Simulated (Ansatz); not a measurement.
Calculated with Ansatz (gas phase, PBE0-D4/def2-TZVP geometries, no zero-point term in ΔE). CBS: MP2 limit from def2 TZ/QZ plus the TZ coupled-cluster correction, frozen cores. DFT in def2-TZVPP. One conformer a species, not always the lowest.

`CC1=C(O)C1` → `C1=CCOC1`  (isomerisation)

```json
{"level": "r2SCAN-D4", "ΔE (kcal/mol)": "-31.9"}
{"level": "PBE0-D4", "ΔE (kcal/mol)": "-31.7"}
{"level": "B2PLYP", "ΔE (kcal/mol)": "-32.7"}
{"level": "SCS-MP2/def2-TZVPP", "ΔE (kcal/mol)": "-33.4"}
{"level": "HF/def2-QZVPP", "ΔE (kcal/mol)": "-38.3"}
{"level": "MP2/def2-QZVPP", "ΔE (kcal/mol)": "-32.0"}
{"level": "MP2/CBS(def2)", "ΔE (kcal/mol)": "-32.0"}
{"level": "CCSD/CBS(def2)", "ΔE (kcal/mol)": "-35.3"}
```

**Question.** What does CCSD(T)/CBS give? (An estimate is asked.)

**Answer.** Ansatz gave: -34.7 kcal/mol. The listed levels differ from it by 2.8, 3.0, 2.0, 1.3, -3.6, 2.7, 2.7, -0.6 kcal/mol.

Largest T1 diagnostic among the species: 0.011.

From PBE to PBE0 (25 % exact exchange), in def2-TZVPP and without D4, ΔE moves by −2.6 kcal/mol. In def2-TZVPP, CCSD(T) changes the Hartree–Fock value by +3.4 kcal/mol (the triples alone add +0.6 kcal/mol) and MP2 by +6.2 kcal/mol.
